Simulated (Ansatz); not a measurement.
`[CH3][AlH][SH]` → `[CH2]` (triplet) + `[AlH2][SH]`  (formal loss of a carbene)

Isolated molecules relaxed with PBE0-D4/def2-TZVP in Ansatz; ΔE leaves out vibrations. CCSD(T)/CBS is extrapolated from def2-TZVPP and def2-QZVPP, frozen cores. Triplets are unrestricted, without spin–orbit coupling. Each species was taken in one conformer, which may not be the lowest.

`[CH3][AlH][SH]`:

Z-matrix (Å, degrees):
```
C
Al 1 1.943
H 1 1.092 2 112.5
H 1 1.095 2 110.7 3 120.9
H 1 1.095 2 110.8 3 -121.0
S 2 2.188 1 118.2 3 -0.6
H 2 1.585 1 124.4 3 179.4
H 6 1.344 2 93.8 1 -180.0
```

`[CH2]` (triplet):

Z-matrix (Å, degrees):
```
C
H 1 1.079
H 1 1.079 2 134.9
```

`[AlH2][SH]`:

Cartesian coordinates in Å:
```
Al -0.563 0.177 -0.275
S 0.826 -0.198 1.363
H -1.999 0.699 0.123
H -0.082 -0.084 -1.758
H 1.819 -0.593 0.548
```

```csv
species,CCSD(T)/cc-pV(D+d)Z energy (Eh)
`[CH3][AlH][SH]`,-680.69206
`[CH2]` (triplet),-39.04138
`[AlH2][SH]`,-641.48162
```

Q: Work out ΔE.

A: ΔE = (-39.04138) + (-641.48162) − (-680.69206) = 0.16906 Eh = +106.1 kcal/mol. CCSD(T)/CBS gives +115.0 kcal/mol.

Largest T1 diagnostic among the species: 0.011.

The D4 term adds +1.9 kcal/mol with B3LYP and +1.0 kcal/mol with PBE0; it sums over pairs of atoms, weighted by their polarisabilities, and B3LYP, whose exchange is more repulsive, gets the larger term. Leaving LDA and LC-ωPBE aside and taking each functional with its dispersion term where it has one, the values, not all of them listed here, spread over 7.6 kcal/mol, from r2SCAN0-D4 to ωB97X-V. LDA lies +16.6 kcal/mol from PBE without D4.

B3LYP here is the variant with VWN-RPA as its local correlation; programs differ in this.
